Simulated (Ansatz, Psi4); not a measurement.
## A ladder of methods for C2H6S2 (1,2-ethanedithiol)

The species is C2H6S2 (10 atoms), meant as a singlet with charge 0. SMILES: `SCCS`. Geometry: relaxed at PBE0-D4/def2-TZVP. This is one conformer, not always the lowest.

| atom | x (Å) | y (Å) | z (Å) |
| --- | --- | --- | --- |
| S | 1.8456 | -1.0092 | 0.7139 |
| C | 0.3625 | -0.6156 | -0.2510 |
| C | -0.3625 | 0.6156 | 0.2510 |
| S | -1.8456 | 1.0092 | -0.7139 |
| H | 2.5630 | 0.0652 | 0.3475 |
| H | -0.2729 | -1.4989 | -0.1522 |
| H | 0.6150 | -0.5177 | -1.3072 |
| H | -0.6150 | 0.5177 | 1.3072 |
| H | 0.2729 | 1.4989 | 0.1522 |
| H | -2.5630 | -0.0652 | -0.3475 |

Quantity: the atomisation enthalpy at 298 K, in kJ/mol. The values are calculated. The thermal term (zero-point and 298 K enthalpy, harmonic and unscaled) is that of PBE0-D4/def2-TZVP; the spin-orbit lowering of the free atoms at 298 K, 3.8 kJ/mol by their spectra, is taken off.

**What was measured.** CRC Handbook of Chemistry and Physics gives the atomisation enthalpy at 298 K of the gas as 3305 kJ/mol.

| level | kind | program | value (kJ/mol) | computed − measured | CPU time (all runs) |
| --- | --- | --- | --- | --- | --- |
| HF/cc-pVDZ | Hartree–Fock | Ansatz | 2286 | -1019 | 4 s |
| B3LYP/cc-pVDZ | global hybrid | Psi4 | 3199 | -106 | 82 s |
| M06-2X/cc-pVDZ | hybrid meta-GGA | Psi4 | 3242 | -63 | 1.8 min |
| CAM-B3LYP/cc-pVDZ | range-separated hybrid | Psi4 | 3219 | -86 | 2.6 min |
| MP2/cc-pVDZ | perturbation theory | Ansatz | 3041 | -264 | 4.8 s |
| CCSD/cc-pVDZ | coupled cluster or CI | Ansatz | 2981 | -324 | 13 s |

Nearest: M06-2X/cc-pVDZ (-63 kJ/mol); farthest: HF/cc-pVDZ (-1019 kJ/mol). Computed less measured by kind, in kJ/mol (cc-pVDZ rows): Hartree–Fock -1019; global hybrid -106 to -63; range-separated hybrid -86; perturbation theory -264; coupled cluster or CI -324. Wave-function methods converge slowly with the basis and bind too weakly in sets of this size; that is part of their error here. CPU times are rough (shared hosts, several kinds of processor): they show what a rung costs within a factor of a few.
